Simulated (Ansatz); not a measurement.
A displaced shape of singlet NO(+):

```yaml
atoms:
  - { symbol: N, position_ang: [-0.0321, 0.0193, -0.5985] }
  - { symbol: O, position_ang: [0.0116, -0.0125, 0.5416] }
```

It was optimised with HF/def2-SVP in Ansatz (development build ahead of 0.2.0) to forces under 0.001 eV/Å, with restricted orbitals. Each step stands on the lowest determinant of that kind that the program's search found.

**Question.** What shape does it relax to, and how does the optimisation go?

**Answer.**

```xyz
2

N    -0.0300    0.0177   -0.5437
O     0.0095   -0.0109    0.4869
```

Bond lengths: N1–O2 1.032 Å.

```json
{"step": "1", "E − E(start) (eV)": "0.0000", "largest force (eV/Å)": "17.2210"}
{"step": "2", "E − E(start) (eV)": "-0.9259", "largest force (eV/Å)": "9.1738"}
{"step": "3", "E − E(start) (eV)": "-1.0704", "largest force (eV/Å)": "1.9750"}
{"step": "4", "E − E(start) (eV)": "-1.0791", "largest force (eV/Å)": "0.1731"}
{"step": "5", "E − E(start) (eV)": "-1.0792", "largest force (eV/Å)": "0.0042"}
{"step": "6", "E − E(start) (eV)": "-1.0792", "largest force (eV/Å)": "0.0000"}
```

The optimisation ended after 6 steps with its threshold met.
